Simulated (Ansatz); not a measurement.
# The cluster Ru₂H−: structure and electronic state

Aim: characterise the cluster Ru₂H− as a singlet: its structure, frontier levels and distribution of charge.

Computed with Ansatz 0.2.0, Gaussian basis. Level: RKS PBE0-D4/def2-TZVPD.

The runs, in order: relaxation at r2SCAN-D4/def2-TZVPD; a single point at PBE0-D4/def2-TZVPD; harmonic vibrations at r2SCAN-D4/def2-TZVPD.

6 further runs of the same task are left out: 1 that didn't finish, 5 set aside as unsound or not needed. Runs told in other sessions of the task aren't counted.

## (1) Where the work starts

3 atoms, charge -1, spin multiplicity 1.

Atoms are counted from 1 here; the program's logs count them from 0.

Bond lengths: Ru1–Ru2 2.250 Å, Ru1–H3 1.639 Å. Angles: Ru2–Ru1–H3 134.2°.

Geometry (Å):

```csv
atom,x (Å),y (Å),z (Å)
Ru1,0.5265,-0.0664,0.0903
Ru2,-1.3176,-0.5571,1.2826
H3,0.7911,0.6235,-1.3728
```

Ru takes a core potential in the def2 sets. No spin-orbit coupling is included. The ion is computed in the gas phase, without counter-ions or solvent.

The start is a GFN1-xTB geometry.

## (2) Relaxation at r2SCAN-D4/def2-TZVPD

File in.yaml:

```yaml
crystal:
  periodic: [false, false, false]
  atoms:
    - {symbol: Ru, position_ang: [0.526510, -0.066410, 0.090270]}
    - {symbol: Ru, position_ang: [-1.317650, -0.557060, 1.282550]}
    - {symbol: H, position_ang: [0.791140, 0.623480, -1.372820]}
basis:
  gaussian: {orbitals: def2-TZVPD}
total_charge: -1
hamiltonian: {xc: r2scan, dispersion: d4}
scf: {omitted_lower_state_checks: [starts]}
output: {orbitals: {seedname: orbitals}}
relax: {f_tol: 0.02, max_steps: 100}
```

The run is started by

```
> ansatz run in.yaml --threads 4 --pin off --events-out ev --progress --plain --max-ram 3916MiB
```

The runs that follow: Single point, PBE0-D4/def2-TZVPD; Harmonic vibrations.

Q: Predict the results of all the runs planned. Wanted: point group; Ru–Ru bond; HOMO, LUMO at PBE0-D4/def2-TZVPD; lowest, highest wavenumber.

The runs gave:

```
                        quantity           value
                     point group              Cs
                      Ru–Ru bond         2.001 Å
HOMO, LUMO at PBE0-D4/def2-TZVPD   0.44, 2.31 eV
      lowest, highest wavenumber  316, 1766 cm⁻¹
```

What this shows: The molecule keeps its bonding pattern by the stored test; the atoms moved 0.21 Å (rms), and the angle Ru2–Ru1–H3 went from 134° to 118°. All wavenumbers are real: a minimum at this level. The HOMO lies nearest to Ru1, Ru2 about 47 % each; H3 6 % and the LUMO to Ru1, Ru2 about 47 % each. Doubts on the single point: highest occupied level lies above zero. Whether this spin is the lowest isn't tested here.

The anion's highest level is positive in at least one run, so there the basis alone may hold the extra electron.
